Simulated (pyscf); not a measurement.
Optimised with ωB97X-D3(BJ)/def2-SVP in PySCF.

Problem. For the elementary gas-phase step H₃C–ZnH + H₂Se → methane (CH₄) + HZn–SeH (singlet surface; C–Zn, H–Se broken, C–H, Se–Zn formed), what barrier and reaction energy does ωB97X-D3(BJ)/def2-TZVP give, measured from the separated reactants?

Solution. ΔE‡ = 0.62 eV, ΔE = -1.53 eV. ωB97M-D3(BJ)/def2-TZVP gives 0.78 eV and -1.39 eV. Zero-point energy shifts the barrier by -0.01 eV. It is a four-centre exchange, with an imaginary mode of 1207i cm⁻¹. On the reactant side the descent ends in a complex, 0.25 eV under the separated species and 0.87 eV under the saddle at ωB97X-D3(BJ)/def2-TZVP. This is the saddle that the search found; another between the same sides may lie lower. Elements up to Kr have no core potential and no relativistic terms here.
